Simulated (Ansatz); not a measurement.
**BNH (quartet): BHLYP, wB97M-V, HSE06 over a scan of the scale of all distances, 6-31G**

How well do these functionals follow the top wave-function level for BNH (quartet) over a scan of the scale of all distances?

Computed with Ansatz 0.2.0, Gaussian basis. Level: 6-31G, all electrons in the functionals.

To be run: BHLYP, wB97M-V, HSE06, at 0.885; 1.000; 1.100; 1.313; 1.514; 1.771; 2.018; 2.378.

16 further runs of the same task are left out: 8 that didn't finish, 8 set aside as unsound or not needed. Runs told in other sessions of the task aren't counted.

## Step 1: What is computed

The geometry derives from a PBE0/def2-TZVP stationary point (not a proven minimum). All distances are scaled together.

3 atoms, charge 0, spin multiplicity 4.

Atoms are counted from 1 here; the program's logs count them from 0.

Bond lengths: B1–N2 1.503 Å, B1–H3 1.206 Å. Angles: N2–B1–H3 117.0°.

As a file:

```xyz
3
BHN
B     0.0000   -0.1852    0.7730
N     0.0000    0.0874   -0.7050
H     0.0000    0.7718    1.5065
```

No dispersion term is added; wB97M-V holds VV10 nonlocal correlation. HSE06 is the plane-wave form.

The geometry shown and the zero of energy belong to the point 1.000. The yardstick, FCI, and other wave-function levels (R restricted, U unrestricted, valence and pair active spaces) come from earlier runs.

## Step 2: BHLYP, 0.885

in.yaml

```yaml
crystal:
  periodic: [false, false, false]
  atoms:
    - {symbol: B, position_ang: [0.000000, -0.163926, 0.684078]}
    - {symbol: N, position_ang: [0.000000, 0.077372, -0.623942]}
    - {symbol: H, position_ang: [0.000000, 0.683049, 1.333209]}
basis:
  gaussian: {orbitals: 6-31G}
magnetization: {spin_polarized: true, initial_magnetization: 3}
hamiltonian: {xc: {name: BHLYP}}
```

Started as:

```bash
$ ansatz run in.yaml --threads 1 --pin off --events-out ev --progress --plain --max-ram 2393MiB
```

After this run come: BHLYP, 1.000; BHLYP, 1.100; BHLYP, 1.313; BHLYP, 1.514; BHLYP, 1.771; BHLYP, 2.018; BHLYP, 2.378; wB97M-V, 0.885; wB97M-V, 1.000; wB97M-V, 1.100; wB97M-V, 1.313; wB97M-V, 1.514; wB97M-V, 1.771; wB97M-V, 2.018; wB97M-V, 2.378; HSE06, 0.885; HSE06, 1.000; HSE06, 1.100; HSE06, 1.313; HSE06, 1.514; HSE06, 1.771; HSE06, 2.018; HSE06, 2.378.

Q: Predict the results of all the runs planned. Wanted: span of the FCI curve; largest miss, BHLYP; largest miss, wB97M-V; largest miss, HSE06.

As calculated:

```
             quantity              value
span of the FCI curve           4.368 eV
  largest miss, BHLYP  +1.174 eV (2.018)
largest miss, wB97M-V  +1.293 eV (2.378)
  largest miss, HSE06  +1.454 eV (2.378)
```

What this shows: Of the functionals, BHLYP keep the smallest largest miss at the points compared (at most 1.174 eV) and HSE06 strays most (1.454 eV, at 2.378). BHLYP, wB97M-V, HSE06 clearly break the spin symmetry at some points (⟨S²⟩ up to 0.83 above the pure value), so energy there is bought with a mixed spin. Functionals and the yardstick converge differently with the basis, so part of each miss in 6-31G is the basis.
